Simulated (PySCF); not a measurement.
C₄H₅NS.
Atom-mapped SMILES: `[NH2:1][c:2]1[cH:3][cH:4][s:5][cH:6]1` (hydrogens: H7, H8 on N1; H9 on C3; H10 on C4; H11 on C6)

Computed, not measured: LC-wPBE/6-31G* geometry optimisation, gas phase in PySCF 2.14.0.

Question: List the bond lengths and angles at this level.

Answer: 
```json
{"bond": "N1–C2", "length (Å)": "1.396"}
{"bond": "C2–C3", "length (Å)": "1.434"}
{"bond": "C3–C4", "length (Å)": "1.356"}
{"bond": "C4–S5", "length (Å)": "1.708"}
{"bond": "S5–C6", "length (Å)": "1.717"}
{"bond": "C2–C6", "length (Å)": "1.363"}
{"bond": "N1–H7, N1–H8", "length (Å)": "1.010"}
{"bond": "C3–H9", "length (Å)": "1.085"}
{"bond": "C4–H10", "length (Å)": "1.082"}
{"bond": "C6–H11", "length (Å)": "1.082"}
```

Bonds in one row agree within 0.01 Å and their mean is given. A selection of angles:
```json
{"angle": "C2–N1–H7", "degrees": "114.0"}
{"angle": "H7–N1–H8", "degrees": "110.8"}
{"angle": "N1–C2–C3", "degrees": "122.2"}
{"angle": "N1–C2–C6", "degrees": "126.0"}
{"angle": "C3–C2–C6", "degrees": "111.7"}
{"angle": "C2–C3–C4", "degrees": "112.6"}
{"angle": "C2–C3–H9", "degrees": "123.5"}
{"angle": "C4–C3–H9", "degrees": "123.9"}
{"angle": "C3–C4–S5", "degrees": "112.1"}
{"angle": "C3–C4–H10", "degrees": "127.4"}
{"angle": "S5–C4–H10", "degrees": "120.5"}
{"angle": "C4–S5–C6", "degrees": "91.7"}
{"angle": "S5–C6–H11", "degrees": "120.5"}
{"angle": "C2–C6–S5", "degrees": "112.0"}
{"angle": "C2–C6–H11", "degrees": "127.5"}
```

The 6 heavy atoms lie in one plane (0.013 Å rms). S5 (thiophene-type sulfur) is bent (angle 91.7°). The 5-membered ring C2–C3–C4–S5–C6 has internal angles of 91.7° to 112.6°; it is planar, 0.00 Å rms from its mean plane, widest ring torsion 1°. N1 (aniline-type nitrogen) is pyramidal (angles 114.0°, 113.9° and 110.8°, sum 338.7°, 0.30 Å off the plane of its three neighbours). The 3 C–C bonds span 1.356 Å (C3–C4, aromatic) to 1.434 Å (C2–C3, aromatic), a spread of 0.078 Å.

Stationary, but not proved a minimum.
